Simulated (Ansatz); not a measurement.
The input, for Ansatz 0.2.0:

```yaml
crystal:
  periodic: [false, false, false]
  atoms:
    - {symbol: Si, position_ang: [0.000000, 0.000000, 1.249328]}
    - {symbol: Al, position_ang: [0.000000, 0.000000, -1.159384]}
    - {symbol: H, position_ang: [0.000000, 1.405470, -1.888034]}
    - {symbol: H, position_ang: [0.000000, -1.405470, -1.888034]}
basis:
  gaussian: {orbitals: 6-31G}
magnetization: {spin_polarized: false, initial_magnetization: 3}
correlation: {method: ccsdt, electrons: all}
scf: {omitted_lower_state_checks: [cluster_reference]}
```

```sh
$ ansatz run in.yaml --threads 1 --pin off --events-out ev --progress --plain --max-ram 2393MiB
```

The program prints:

```
these checks for a lower state are left out or cut short: cluster_reference
618 factors; integrals over basis functions are off by at most 1.6e-7 eV
mean field evaluation 1: about -14471.7567 eV, gradient 7.2e0 eV
mean field evaluation 2: about -14471.7610 eV, gradient 7.2e0 eV
mean field evaluation 4: about -14472.7339 eV, gradient 1.1e0 eV
mean field evaluation 8: about -14472.7980 eV, gradient 2.1e-3 eV
mean field -14472.79800312 eV, -531.8655165997 hartree, gradient 1.3e-6 eV, S^2 3.750000; 0 other end points of the search recorded, 0 dependent functions left out
reference -14472.79800312 eV, -531.8655165997 hartree; 16, 13 occupied and 14, 17 virtual orbitals, 618 factors
second order -1.60829977 eV of doubles, -0.01047693 eV of singles
cycle   1  -1.98245446 eV  change   -3.6e-1 eV  update   6.6e-2
cycle   2  -2.23589471 eV  change   -2.5e-1 eV  update   3.4e-2
cycle   3  -2.26439061 eV  change   -2.8e-2 eV  update   1.5e-2
cycle   4  -2.27636291 eV  change   -1.2e-2 eV  update   8.2e-3
cycle   5  -2.27549274 eV  change    8.7e-4 eV  update   3.0e-3
cycle   6  -2.27508050 eV  change    4.1e-4 eV  update   8.7e-4
cycle   7  -2.27530959 eV  change   -2.3e-4 eV  update   3.6e-4
cycle   8  -2.27541398 eV  change   -1.0e-4 eV  update   1.4e-4
cycle   9  -2.27537391 eV  change    4.0e-5 eV  update   5.7e-5
cycle  10  -2.27536291 eV  change    1.1e-5 eV  update   2.3e-5
cycle  11  -2.27536703 eV  change   -4.1e-6 eV  update   1.1e-5
cycle  12  -2.27537207 eV  change   -5.0e-6 eV  update   3.7e-6
cycle  13  -2.27537213 eV  change   -5.5e-8 eV  update   1.5e-6
Total energy: -14475.07337525 eV, -531.9491349832 hartree
Checks for a lower state left out: cluster_reference
```

Ran on 1 thread of Arm Neoverse N1, shared host: 29 s wall, 0.34 GiB peak host memory.
